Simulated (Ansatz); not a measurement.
in.yaml

```yaml
crystal:
  periodic: [false, false, false]
  atoms:
    - {symbol: Ga, position_ang: [0.000000, 0.000000, 0.000000]}
    - {symbol: Li, position_ang: [0.000000, 0.000000, 5.378000]}
basis:
  gaussian: {orbitals: aug-cc-pVTZ}
correlation: {method: fci, electrons: outside_noble_gas}
```

```sh
$ ansatz run in.yaml --threads 1 --pin off --events-out ev --progress --plain --max-ram 2393MiB
```

Log:

```
1089 factors; integrals over basis functions are off by at most 1.6e-7 eV
mean field evaluation 1: about -52534.1118 eV, gradient 5.9e0 eV
mean field evaluation 2: about -52534.1127 eV, gradient 5.9e0 eV
mean field evaluation 4: about -52535.4853 eV, gradient 1.7e0 eV
mean field evaluation 8: about -52535.5188 eV, gradient 1.2e-1 eV
mean field evaluation 16: about -52515.0729 eV, gradient 2.3e1 eV
mean field evaluation 32: about -52533.8300 eV, gradient 1.5e0 eV
mean field evaluation 64: about -52517.1539 eV, gradient 1.3e1 eV
mean field evaluation 96: about -52534.1462 eV, gradient 8.1e0 eV
mean field -52535.51909256 eV, -1930.6447167978 hartree, gradient 1.4e-6 eV, S^2 0.000000; 10 other end points of the search recorded, 0 dependent functions left out; unrestricted orbitals would lower it
determinant -52535.51909256 eV, -1930.6447167978 hartree, with singles and doubles -52538.08845166 eV, -1930.7391390031 hartree
determinant -52533.65455485 eV, -1930.5761963006 hartree, with singles and doubles -52536.03914765 eV, -1930.6638284698 hartree
unrestricted determinant -52536.89780164 eV, -1930.6953834220 hartree, S^2 0.9913
15 core orbitals not correlated: weight in the atoms' cores, before any rotation towards them, 1.000 or more for the frozen orbitals, at most 0.000 for the correlated occupied ones
reference -52535.51909256 eV, -1930.6447167978 hartree; 2, 2 occupied and 88, 88 virtual orbitals, 1089 factors
state -52538.27967773 eV, -1930.7461664316 hartree
Total energy: -52538.27967773 eV, -1930.7461664316 hartree
```

Natural occupations: 1.9021 1.3398 0.6308 0.0382 0.0382 0.0117 0.0086 0.0086 0.0059 0.0050 0.0027 0.0027 0.0022 0.0005 0.0005 0.0003 0.0003 0.0003 0.0002 0.0002 0.0002 0.0002 0.0001 0.0001.

Ran on 1 thread of Arm Neoverse V2, shared host: 95 s wall, 0.8 GiB peak host memory.
